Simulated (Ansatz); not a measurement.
Consider the isomerisation: `[SiH3]B[SiH3]` → `B[SiH2][SiH3]`.

Gas-phase electronic energies from Ansatz, PBE0-D4/def2-TZVP geometries. CCSD(T)/CBS is the MP2 limit (def2-TZVPP, def2-QZVPP) plus CCSD(T) − MP2 in def2-TZVPP, frozen cores. Functionals use def2-TZVPP.

`[SiH3]B[SiH3]`:

Z-matrix (Å, degrees):
```
Si
B 1 2.006
H 1 1.489 2 113.2
H 1 1.495 2 104.9 3 117.2
H 1 1.488 2 114.2 3 -125.0
Si 2 2.006 1 124.9 3 149.9
H 2 1.198 1 117.4 3 -36.8
H 6 1.489 2 113.0 1 -149.1
H 6 1.495 2 105.0 1 93.7
H 6 1.488 2 114.3 1 -24.2
```

`B[SiH2][SiH3]`:

Cartesian coordinates in Å:
```
B -0.548 0.091 -1.817
Si -0.826 -0.601 0.026
Si 0.959 0.363 1.224
H -1.002 1.145 -2.153
H 0.164 -0.484 -2.586
H -0.703 -2.079 0.163
H -2.089 -0.155 0.679
H 0.865 1.847 1.189
H 2.262 -0.042 0.632
H 0.920 -0.085 2.642
```

```csv
level,ΔE (kJ/mol)
revPBE-D4,-24.4
BHLYP-D4,-20.4
r2SCAN,-23.3
MP2/def2-SVP,-18.2
CCSD/def2-SVP,-15.2
HF/def2-TZVPP,-16.3
CCSD(T)/def2-TZVPP,-20.3
MP2/CBS(def2),-22.9
```

(1) What does CCSD(T)/CBS give? (Best estimate.)

Largest T1 diagnostic among the species: 0.014.

Answers

(1) Ansatz gave: -20.8 kJ/mol. The listed levels differ from it by -3.6, 0.4, -2.5, 2.6, 5.6, 4.5, 0.5, -2.1 kJ/mol.

Leaving LDA and LC-ωPBE aside and taking each functional with its dispersion term where it has one, the values, not all of them listed here, spread over 5.7 kJ/mol, from PBE-D4 to CAM-B3LYP-D4. In def2-TZVPP, CCSD(T) changes the Hartree–Fock value by −4.0 kJ/mol (the triples alone add −1.1 kJ/mol) and MP2 by −6.1 kJ/mol.
